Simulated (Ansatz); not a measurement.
`CC(C)(Cl)Cl` → `CC(Cl)Cl` + `[CH2]` (triplet) at 400 K and 1 bar (formal loss of a carbene).

Program: Ansatz. Geometries: PBE0-D4/def2-TZVP. ΔE: electronic, gas phase. CBS: MP2 limit from def2 TZ/QZ plus the TZ coupled-cluster correction, frozen cores. This one scheme is used for every species. Triplets are unrestricted, without spin–orbit coupling.

| species | CCSD(T)/CBS energy (Eh) | H − E (kJ/mol) | S (J/(mol·K)) |
| --- | --- | --- | --- |
| `CC(C)(Cl)Cl` | -1037.33801 | 253.4 | 353.8 |
| `CC(Cl)Cl` | -998.07052 | 174.5 | 327.1 |
| `[CH2]` (triplet) | -39.09499 | 59.0 | 205.7 |

H − E and S are ideal-gas, rigid-rotor, harmonic terms from PBE0-D4/def2-TZVP, with the whole ground term of open shells counted as degenerate. 1 Eh = 2625.50 kJ/mol, R = 8.31446 J/(mol·K).

By hand: ΔE, ΔH, ΔS and ΔG.

ΔE = (-998.07052) + (-39.09499) − (-1037.33801) = 0.17250 Eh = 452.9 kJ/mol. Δ(H − E) = 174.5 + 59.0 − 253.4 = -19.9, so ΔH = 433.0 kJ/mol. ΔS = 327.1 + 205.7 − 353.8 = 179.0 J/(mol·K). ΔG = 433.0 − 400 × (179.0)/1000 = 361.4 kJ/mol.

By hand: the equilibrium constant, and the temperature at which ΔG would vanish if ΔH and ΔS stayed fixed.

log₁₀ K = −ΔG/(RT ln 10) = -47.2. ΔG = 0 at ΔH/ΔS = 2419 K.

The number of gas molecules changes by +1, which sets the sign of ΔS. A doubt of 5 kJ/mol in ΔE shifts log₁₀ K by 0.7 here. A triplet takes part, so the spin changes. These are equilibria of isolated gas molecules and say nothing of rates. Largest T1 diagnostic: 0.011 (customary marks: 0.02 for closed shells, 0.045 for open ones).
